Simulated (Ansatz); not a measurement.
# C2H (quartet): wave-function methods side by side, 6-31G

Aim: climb from Hartree-Fock through coupled cluster and multireference methods for C2H (quartet) at one geometry and basis, and see what each rung misses.

The runs use Ansatz 0.2.0, Gaussian basis; 6-31G, core rule «outside noble gas», up to 2 orbitals frozen.

To be run: UHF; CCSD(T) on ROHF; CCSD(T) on UHF; BCCD(T) on ROHF; CISD as a restricted active space (open shells left free, so some higher excitations enter); CCSDT(Q) on ROHF; CCSDT(Q) on UHF; CISDTQ; CCSDTQ on ROHF; CCSDTQ on UHF; CASSCF and MRCISD+Q, 9 electrons in 9 orbitals; CASSCF and NEVPT2, 9 electrons in 9 orbitals; Full CI.

9 further runs of the same task are left out: 3 that didn't finish, 6 set aside as unsound or not needed. Runs told in other sessions of the task aren't counted.

### 1 The system

The geometry is a PBE0/def2-TZVP stationary point (not a proven minimum) of the parent state, kept for this charge and spin.

3 atoms, charge 0, spin multiplicity 4.

Atoms are counted from 1 here; the program's logs count them from 0.

Bond lengths: C1–C2 1.200 Å, C1–H3 1.066 Å. Angles: C2–C1–H3 180.0°.

### 2 UHF

Contents of in.yaml:

```yaml
crystal:
  periodic: [false, false, false]
  atoms:
    - {symbol: C, position_ang: [0.000000, 0.000000, 0.044733]}
    - {symbol: C, position_ang: [0.000000, 0.000000, -1.155483]}
    - {symbol: H, position_ang: [0.000000, 0.000000, 1.110750]}
basis:
  gaussian: {orbitals: 6-31G}
magnetization: {spin_polarized: true, initial_magnetization: 3}
hamiltonian: {xc: hf}
output: {orbitals: {seedname: orbitals}}
```

Command:

```
$ ansatz run in.yaml --threads 1 --pin off --events-out ev --progress --plain --max-ram 2393MiB
```

After this run come: CCSD(T) on ROHF; CCSD(T) on UHF; BCCD(T) on ROHF; CISD as a restricted active space (open shells left free, so some higher excitations enter); CCSDT(Q) on ROHF; CCSDT(Q) on UHF; CISDTQ; CCSDTQ on ROHF; CCSDTQ on UHF; CASSCF and MRCISD+Q, 9 electrons in 9 orbitals; CASSCF and NEVPT2, 9 electrons in 9 orbitals; Full CI.

Before running them: what should the planned runs give, taken together? Wanted: FCI from the RHF energy; RMP2 from FCI; UMP2 from FCI; RCCSD from FCI; RCCSD(T) from FCI; UCCSD(T) from FCI; RCCSDT(Q) from FCI; UCCSDT(Q) from FCI; NEVPT2 valence from FCI.

As calculated:

| quantity | value |
| --- | --- |
| FCI from the ROHF energy | -4.3946 eV |
| RMP2 from FCI | +1562.8 meV |
| UMP2 from FCI | +1598.3 meV |
| RCCSD from FCI | +441.4 meV |
| RCCSD(T) from FCI | +142.9 meV |
| UCCSD(T) from FCI | +134.1 meV |
| RCCSDT(Q) from FCI | -14.5 meV |
| UCCSDT(Q) from FCI | -15.8 meV |
| NEVPT2 valence from FCI | +368.4 meV |
| MRCISD+Q valence from FCI | +17.6 meV |
| levels within 1 kcal/mol (43 meV) | RCCSDT, UCCSDT, CISDTQ, RCCSDT(Q), UCCSDT(Q), RCCSDTQ, UCCSDTQ, MRCISD+Q valence |
| T1 diagnostic | 0.021 |
| effectively unpaired electrons | 3.55 |

RCCSD(T) lands +142.9 meV from the yardstick (3.3 % of the correlation energy). RCCSDT, UCCSDT, RCCSDT(Q), UCCSDT(Q) fall below full CI: unrestricted runs freeze a spin-polarised core, another one than full CI's, and coupled cluster isn't variational. The occupations show static correlation (3.55 effectively unpaired electrons where one determinant has 3). Of the multireference levels listed MRCISD+Q valence comes nearest in total energy (+17.6 meV), which doesn't show that its space is the better one. These misses are within one basis, not against nature; the frozen cores of restricted and unrestricted runs differ, which can shift their rows.

Levels on UHF freeze UHF's core orbitals, full CI those of ROHF, so the U rows can settle a little off it for that reason alone.

With open shells the CI space here admits some higher excitations, so it is larger than plain CISD.
